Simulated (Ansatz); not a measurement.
# Al2H4 (singlet): the correlation ladder at distance Al1–Al2 = 2.376 Å, cc-pVTZ

The task here is to estimate one member of a computed series from the others.

The runs use Ansatz 0.2.0, Gaussian basis; cc-pVTZ, core rule «outside noble gas», up to 10 orbitals frozen.

To be run: UHF; CCSD(T) on RHF; BCCD(T) on RHF; CCSDT(Q) on RHF.

## The geometry

The geometry derives from a PBE0/def2-TZVP stationary point (not a proven minimum). One bond is set to the value named and the two fragments are kept rigid.

6 atoms, charge 0, spin multiplicity 1.

Atoms are counted from 1 here; the program's logs count them from 0.

Bond lengths: Al1–Al2 2.376 Å, Al1–H3 1.595 Å, Al1–H4 1.595 Å, Al2–H5 1.595 Å, Al2–H6 1.595 Å. Angles: Al2–Al1–H3 121.9°, Al2–Al1–H4 121.9°, H3–Al1–H4 116.1°, Al1–Al2–H5 121.9°, Al1–Al2–H6 121.9°, H5–Al2–H6 116.1°.

The first run:

in.yaml

```yaml
crystal:
  periodic: [false, false, false]
  atoms:
    - {symbol: Al, position_ang: [0.000000, 0.000000, 1.188000]}
    - {symbol: Al, position_ang: [0.000000, 0.000000, -1.188000]}
    - {symbol: H, position_ang: [0.000000, 1.353331, 2.031815]}
    - {symbol: H, position_ang: [0.000000, -1.353331, 2.031815]}
    - {symbol: H, position_ang: [0.000000, 1.353331, -2.031815]}
    - {symbol: H, position_ang: [0.000000, -1.353331, -2.031815]}
basis:
  gaussian: {orbitals: cc-pVTZ}
magnetization: {spin_polarized: true, initial_magnetization: 0}
hamiltonian: {xc: hf}
output: {orbitals: {seedname: orbitals}}
```

Launch:

```console
ansatz run in.yaml --threads 1 --pin off --events-out ev --progress --plain --max-ram 2816MiB --backend cpu
```

Among the steps run: UHF; CCSD(T) on RHF; BCCD(T) on RHF; CCSDT(Q) on RHF.

One of the session's tables, all rows but one given; the rest of the session is left out.

```
   method  from RCCSDT(Q) (kcal/mol)
      RHF                    +132.21
     RMP2                     +29.24
    RCCSD                          ?
 RCCSD(T)                      +0.76
  BCCD(T)                      +0.74
   RCCSDT                      +0.11
RCCSDT(Q)                          0
```

**Question.** Estimate the row for RCCSD.

The run gave: from RCCSDT(Q) (kcal/mol): +3.57. In the column «from RCCSDT(Q) (kcal/mol)» it lies between RCCSD(T) (+0.76) and RMP2 (+29.24).
